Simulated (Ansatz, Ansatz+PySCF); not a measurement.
```xyz
3

S     0.0000    0.0000   -0.3416
O     0.0000    1.1504    0.3416
O     0.0000   -1.1504    0.3416
```

RHF-MP2 on singlet SO2 was run in several spherical basis sets with Ansatz (development build ahead of 0.2.0). Frozen core: 7 orbitals. Caution for RHF-MP2: no unrestricted run beside it, a lower state can exist.

**Question.** Rank the basis sets by the total energy that they give, lowest first, with the distance from the lowest.
A. cc-pVDZ
B. 6-31G(d)
C. cc-pVTZ
D. def2-TZVP
E. def2-SVP

**Answer.** D (0.00 eV), C (0.46 eV), A (7.62 eV), B (8.18 eV), E (14.26 eV).

Totals follow the description of the cores as much as that of the bonds, so this order isn't one of quality for chemistry.
